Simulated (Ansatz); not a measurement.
## BClH₃ (charge -1), SMILES [BH3-]Cl: a test of scalar relativity, step by step

Program: Ansatz's Python interface.

Notebook, run cell by cell (the value of a cell's last expression is shown):

**Cell 1**
```python
import ansatz as az
import numpy as np
```

**Cell 2**
```python
molecule = (
    az.Crystal.molecule()
    .atom("B", (-0.1321, -0.005, -0.0044))
    .atom("Cl", (1.7182, 0.0649, 0.0568))
    .atom("H", (-0.4735, -0.6979, -0.911))
    .atom("H", (-0.566, 1.0935, -0.1589))
    .atom("H", (-0.5465, -0.4554, 1.0175))
)
```

**Cell 3**
```python
model = (
    molecule.calculation()
    .functional("pbe")
    .charge(-1)
    .forces()
)
# a set contracted for a scalar-relativistic Hamiltonian goes with the relativistic run
sets = {"none": "cc-pVTZ", "scalar": "cc-pVTZ-DK"}
found = {kind: model.basis(gaussian=basis).pseudopotentials(relativity=kind).run().report for kind, basis in sets.items()}
for kind, each in found.items():
    dipole = 4.803205 * np.linalg.norm(each["charge_distribution"]["dipole_moment_e_ang"])
    print(f"{kind:7s} E = {each['free_energy_ev']:.4f} eV  dipole {dipole:.3f} D  largest force component {np.abs(each['forces_ev_ang']).max():.4f} eV/A")
print(f"relativity lowers the total energy by {found['none']['free_energy_ev'] - found['scalar']['free_energy_ev']:.3f} eV")
```
Output:
```text
none    E = -13243.9304 eV  dipole 2.814 D  largest force component 1.3615 eV/A
scalar  E = -13282.8214 eV  dipole 2.822 D  largest force component 1.3622 eV/A
relativity lowers the total energy by 38.891 eV
```

What to keep in mind:
- Total energies depend on the basis set; only differences at equal settings carry meaning.
- The geometry is a force-field or estimated start, not a minimum of this method. The basis set changes with the Hamiltonian (a set recontracted for scalar relativity), and most of the change in the total lies in the cores.
- An ion's dipole depends on the origin; the program takes it about the centre of nuclear charge.
- Anions want diffuse functions, which this basis lacks.
- Timing: 3.4 s on 1 thread of Arm Neoverse V1, with other jobs on the host, peak memory 0.18 GiB.
